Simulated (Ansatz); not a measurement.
**BH₂− (singlet): the correlation ladder at scale of all distances = 1.471, 6-31++G****

How much of the correlation energy of BH₂− (singlet) does each wave-function method recover here?

Program: Ansatz 0.2.0, Gaussian basis. Level of theory: 6-31++G**, core rule «outside noble gas», up to 1 orbitals frozen. These are calculated values, not measurements.

To be run: UHF; CCSD(T) on RHF; CCSD(T) on UHF; BCCD(T) on RHF; CISD; CCSDT(Q) on RHF; CCSDT(Q) on UHF; CCSDTQ on RHF; CASSCF and MRCISD+Q, 2 electrons in 2 orbitals; CASSCF and NEVPT2, 2 electrons in 2 orbitals; CASSCF and MRCISD+Q, 6 electrons in 6 orbitals; CASSCF and NEVPT4(SD), 6 electrons in 6 orbitals; CASSCF and NEVPT2, 6 electrons in 6 orbitals; Full CI.

14 further runs of the same task are left out: 9 that didn't finish, 5 set aside as unsound or not needed.

### Step 1. The system

The geometry derives from a PBE0/def2-TZVPD stationary point (not a proven minimum). All distances are scaled together.

3 atoms, charge -1, spin multiplicity 1.

Atoms are counted from 1 here; the program's logs count them from 0.

No contacts short enough for the rule that draws bonds.

### Step 2. UHF

Input file in.yaml:

```yaml
crystal:
  periodic: [false, false, false]
  atoms:
    - {symbol: B, position_ang: [0.000000, -0.181475, 0.000000]}
    - {symbol: H, position_ang: [0.000000, 0.973234, -1.425511]}
    - {symbol: H, position_ang: [0.000000, 0.973234, 1.425511]}
basis:
  gaussian: {orbitals: "6-31++G**"}
total_charge: -1
magnetization: {spin_polarized: true, initial_magnetization: 0}
hamiltonian: {xc: hf}
output: {orbitals: {seedname: orbitals}}
```

Command:

```console
> ansatz run in.yaml --threads 1 --pin off --events-out ev --progress --plain --max-ram 2393MiB
```

Further steps of the session: CCSD(T) on RHF; CCSD(T) on UHF; BCCD(T) on RHF; CISD; CCSDT(Q) on RHF; CCSDT(Q) on UHF; CCSDTQ on RHF; CASSCF and MRCISD+Q, 2 electrons in 2 orbitals; CASSCF and NEVPT2, 2 electrons in 2 orbitals; CASSCF and MRCISD+Q, 6 electrons in 6 orbitals; CASSCF and NEVPT4(SD), 6 electrons in 6 orbitals; CASSCF and NEVPT2, 6 electrons in 6 orbitals; Full CI.

Before running them: what should the planned runs give, taken together? Wanted: FCI below the RHF energy; RMP2 from FCI; UMP2 from FCI; RCCSD from FCI; RCCSD(T) from FCI; UCCSD(T) from FCI; RCCSDT(Q) from FCI; UCCSDT(Q) from FCI; NEVPT2 pair from FCI.

As calculated:

```
                         quantity                                                                                                        value
         FCI below the RHF energy                                                                                                   -3.4638 eV
                    RMP2 from FCI                                                                                              +22.66 kcal/mol
                    UMP2 from FCI                                                                                              +25.67 kcal/mol
                   RCCSD from FCI                                                                                               +3.67 kcal/mol
                RCCSD(T) from FCI                                                                                               +0.75 kcal/mol
                UCCSD(T) from FCI                                                                                               +0.84 kcal/mol
               RCCSDT(Q) from FCI                                                                                               -0.01 kcal/mol
               UCCSDT(Q) from FCI                                                                                               -0.04 kcal/mol
             NEVPT2 pair from FCI                                                                                              +19.38 kcal/mol
           MRCISD+Q pair from FCI                                                                                               -0.58 kcal/mol
          NEVPT2 valence from FCI                                                                                              +10.19 kcal/mol
levels within 1 kcal/mol (43 meV)  RCCSD(T), UCCSD(T), BCCD(T), RCCSDT, UCCSDT, RCCSDT(Q), UCCSDT(Q), RCCSDTQ, MRCISD+Q pair, MRCISD+Q valence
                    T1 diagnostic                                                                                                        0.025
   effectively unpaired electrons                                                                                                         0.16
```

What this shows: RCCSD(T) lands +0.75 kcal/mol from the yardstick (0.9 % of the correlation energy). MRCISD+Q pair falls below full CI: the +Q correction isn't variational, and the cores differ from full CI's. One determinant dominates. Of the multireference levels listed MRCISD+Q valence comes nearest in total energy (+0.20 kcal/mol), which doesn't show that its space is the better one. These misses are within one basis, not against nature.
